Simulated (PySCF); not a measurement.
Phosphanylidenephosphane, P2H2.
SMILES with atom numbers: `[H]/[P:1]=[P:2]\[H]` (hydrogens: H3 on P1; H4 on P2)

Structure used (PBE0-D3(BJ)/def2-SVP), in Å, numbered top down from 1:
```xyz
4
P2H2 angstrom
P     -0.9645   -0.7080   -0.3816
P      0.9828   -0.7102    0.2094
H     -1.2539    0.6898   -0.2446
H      1.1511    0.6871    0.4818
```

Theory: TDDFT wB97X-D/def2-SVPD, vertical, gas phase, core orbitals frozen in the response in PySCF.

Excitation energies and transition dipoles (atomic units, axes of the coordinates) of those of the lowest 10 singlets that add 0.02 au or more to the mean polarisability:

| state | ΔE (hartree) | μx | μy | μz |
| --- | --- | --- | --- | --- |
| S2 | 0.1407 | 0.088 | 0.044 | -0.277 |
| S3 | 0.1699 | -1.051 | 0.001 | -0.321 |
| S4 | 0.2248 | -0.042 | -0.024 | 0.149 |
| S5 | 0.2515 | 0.018 | -0.414 | -0.061 |
| S7 | 0.2567 | 0.187 | 0.000 | 0.056 |
| S9 | 0.2828 | 0.016 | -0.371 | -0.054 |
| S10 | 0.3056 | 1.322 | -0.085 | 0.971 |

What does each state add to αxx, αyy and αzz, and how do the sums compare with the full static tensor?

Each state adds 2 μα² / ΔE.

```csv
state,αxx (au),αyy (au),αzz (au)
S2,0.11,0.03,1.09
S3,13.01,0.00,1.21
S4,0.02,0.00,0.20
S5,0.00,1.36,0.03
S7,0.27,0.00,0.02
S9,0.00,0.97,0.02
S10,11.44,0.05,6.17
all 10 states,24.8,2.4,8.7
full response,70.8,46.4,42.6
share (%),35,5,21
```

The rest comes from the higher roots of the same response equations.

Give the full tensor and its principal values.

In au, rows and columns x, y, z:
```
x   70.8 -0.3  9.4
y   -0.3 46.4  1.0
z    9.4  1.0 42.6
```
Principal values 39.6, 46.6 and 73.7 au; mean 53.3 au (7.89 Å³).

By how much does the contribution of these states grow at 532 nm?

With ω = 0.0856 hartree each state's term in the mean polarisability goes from f / ΔE² to f / (ΔE² − ω²), f = (2/3) ΔE |μ|²; the sum over all 10 states goes from 12.00 to 14.48 au, a rise of 2.48 au.

A one-level model with all 12 active electrons at a single energy would need ΔE = √(N/α) = 12.9 eV to give this α, against S1 at 3.73 eV.

Time: 15 s (with the writing of density and orbital grids); peak memory 0.32 GiB. Hardware: an Arm Neoverse N1 with one thread, shared host with 64 logical CPUs at a one-minute load of 52.
